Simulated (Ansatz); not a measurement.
Method: frozen-core CCSD(T)/cc-pVTZ // TPSSh-D3(BJ)/def2-TZVP in Ansatz (a program for electronic structure).

Ansatz 0.2 input:
```yaml
crystal:
  periodic: [false, false, false]
  atoms:
    - { symbol: O, position_ang: [0.489457, -0.000003, -0.000002] }
    - { symbol: H, position_ang: [-0.489486, 0.000003, 0.000002] }
basis:
  gaussian: { orbitals: cc-pVTZ }
correlation:
  method: ccsd_t
magnetization:
  spin_polarized: true
  initial_magnetization: 1
```

Output:

```
Functional definition: HF
261 factors; integrals over basis functions are off by at most 8.8e-4 eV
mean field evaluation 1: about -2051.7560 eV, gradient 1.2e1 eV
mean field evaluation 2: about -2051.7563 eV, gradient 1.2e1 eV
mean field evaluation 4: about -2052.2445 eV, gradient 1.3e0 eV
mean field evaluation 8: about -2052.2514 eV, gradient 6.0e-4 eV
mean field evaluation 16: about -2050.7970 eV, gradient 1.6e1 eV
mean field evaluation 32: about -2052.2514 eV, gradient 5.7e-2 eV
mean field -2052.25140602 eV, -75.4188481052 hartree, gradient 1.6e-6 eV, S^2 0.756172; 2 other end points of the search recorded, 0 dependent functions left out
1 core orbitals not correlated
reference -2052.25140602 eV, -75.4188481052 hartree; 4, 3 occupied and 39, 40 virtual orbitals, 261 factors
second order -5.44057437 eV of doubles, -0.00000000 eV of singles
cycle   1  -5.68842790 eV  change   -2.5e-1 eV  update   3.2e-2
cycle   2  -5.80121675 eV  change   -1.1e-1 eV  update   1.1e-2
cycle   3  -5.81463199 eV  change   -1.3e-2 eV  update   4.0e-3
cycle   4  -5.81412801 eV  change    5.0e-4 eV  update   1.6e-3
cycle   5  -5.81476698 eV  change   -6.4e-4 eV  update   6.4e-4
cycle   6  -5.81492421 eV  change   -1.6e-4 eV  update   2.2e-4
cycle   7  -5.81494475 eV  change   -2.1e-5 eV  update   7.3e-5
cycle   8  -5.81492741 eV  change    1.7e-5 eV  update   2.4e-5
cycle   9  -5.81492824 eV  change   -8.3e-7 eV  update   6.5e-6
perturbative correction -0.13947620 eV, -0.0051256558 hartree
Total energy: -2058.20581046 eV, -75.6376684325 hartree
```

Cost: about 2.1 core-seconds (a rough figure).
